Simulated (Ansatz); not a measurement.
# SiNH (singlet): from Hartree-Fock to the top rungs at a displaced geometry (v1), cc-pVTZ

An exercise on one series of results from a longer session: the logs are not shown, and one member is left open.

Computed with Ansatz 0.2.0, Gaussian basis. Level: cc-pVTZ, core rule «outside noble gas», up to 6 orbitals frozen.

Plan: UHF; CCSD(T) on RHF; BCCD(T) on RHF; CCSDT(Q) on RHF; CASSCF and NEVPT2, 10 electrons in 9 orbitals.

8 further runs of the same task are left out: 3 that didn't finish, 5 set aside as unsound or not needed. Runs told in other sessions of the task aren't counted.

**What is computed**

The geometry is a PBE0/def2-TZVP stationary point (not a proven minimum) with its atoms shifted at random (size 0.040 Å).

3 atoms, charge 0, spin multiplicity 1.

Atoms are counted from 1 here; the program's logs count them from 0.

Bond lengths: Si1–N2 1.535 Å, N2–H3 0.960 Å. Angles: Si1–N2–H3 174.9°.

Set-up of the first run:

Contents of in.yaml:

```yaml
crystal:
  periodic: [false, false, false]
  atoms:
    - {symbol: Si, position_ang: [-0.015433, -0.009008, -1.341990]}
    - {symbol: N, position_ang: [-0.016266, -0.025151, 0.192494]}
    - {symbol: H, position_ang: [0.031698, 0.034159, 1.149496]}
basis:
  gaussian: {orbitals: cc-pVTZ}
magnetization: {spin_polarized: true, initial_magnetization: 0}
hamiltonian: {xc: hf}
output: {orbitals: {seedname: orbitals}}
```

The run is started by

```console
$ ansatz run in.yaml --threads 1 --pin off --events-out ev --progress --plain --max-ram 2393MiB
```

Steps of the session up to this table: UHF; CCSD(T) on RHF; BCCD(T) on RHF; CCSDT(Q) on RHF; CASSCF and NEVPT2, 10 electrons in 9 orbitals.

One of the session's tables, all rows but one given; the rest of the session is left out.

| method | from RCCSDT(Q) (kJ/mol) |
| --- | --- |
| RHF | +881.7 |
| RMP2 | ? |
| RCCSD | +49.9 |
| RCCSD(T) | +5.1 |
| BCCD(T) | +5.0 |
| RCCSDT | +4.2 |
| RCCSDT(Q) | 0 |
| CASSCF valence | +537.2 |
| NEVPT2 valence | +135.8 |

Estimate the missing values for RMP2.

The run gave: from RCCSDT(Q) (kJ/mol): +77.2. In the column «from RCCSDT(Q) (kJ/mol)» it lies between RCCSD (+49.9) and NEVPT2 valence (+135.8).
